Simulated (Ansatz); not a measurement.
# How the equilibrium lattice constant a of Rh (model structure, started from the omega type, P6/mmm, No. 191, 3 atoms in the cell) moves with the method

No measured value is used here.

```tsv
level (code)	value (Å)
PBE (Ansatz)	4.340
PBEsol (Ansatz)	4.283
PBE-D3(BJ) (Ansatz)	4.300
```

Ansatz's density-functional and Hartree–Fock values are scalar-relativistic unless marked +SOC, with PAW data made under PBE.

A model structure was made by putting elements into a prototype or built by hand; it is no filed structure, need not be a known phase, and can be a saddle point held by its symmetry.

Ansatz is a program for electronic structure.
